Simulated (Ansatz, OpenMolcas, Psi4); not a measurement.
# A ladder of methods for CF2 (SMILES F[C]F)

CF2: 3 atoms, total charge 0, spin state singlet. SMILES: `F[C]F`. Geometry: relaxed at PBE0-D4/def2-TZVP.

```xyz
3

F     0.3163    0.9714    0.2816
C     0.3823   -0.3185    0.1752
F    -0.6986   -0.6529   -0.4567
```

Each level gives the HOMO–LUMO gap (eV). The values are calculated.

```json
{"level": "HF/def2-TZVPP", "kind": "Hartree–Fock", "program": "Ansatz", "value (eV)": "15.28"}
{"level": "SVWN5/def2-TZVPP", "kind": "LDA", "program": "Ansatz", "value (eV)": "3.43"}
{"level": "revPBE/def2-TZVPP", "kind": "GGA", "program": "Ansatz", "value (eV)": "3.70"}
{"level": "M06-L/def2-TZVPP", "kind": "meta-GGA", "program": "OpenMolcas", "value (eV)": "4.20"}
{"level": "TPSS/def2-TZVPP", "kind": "meta-GGA", "program": "Psi4", "value (eV)": "3.99"}
{"level": "M06-2X/def2-TZVPP", "kind": "hybrid meta-GGA", "program": "OpenMolcas", "value (eV)": "9.26"}
{"level": "HSE06/def2-TZVPP", "kind": "range-separated hybrid", "program": "Ansatz", "value (eV)": "5.72"}
{"level": "B2PLYP/def2-TZVPP", "kind": "double hybrid", "program": "OpenMolcas", "value (eV)": "9.86"}
```

The values span 3.43 to 15.28 eV. Orbital gaps aren't excitation energies, and those of double hybrids come from the SCF part alone; they tend to grow with the share of exact exchange.
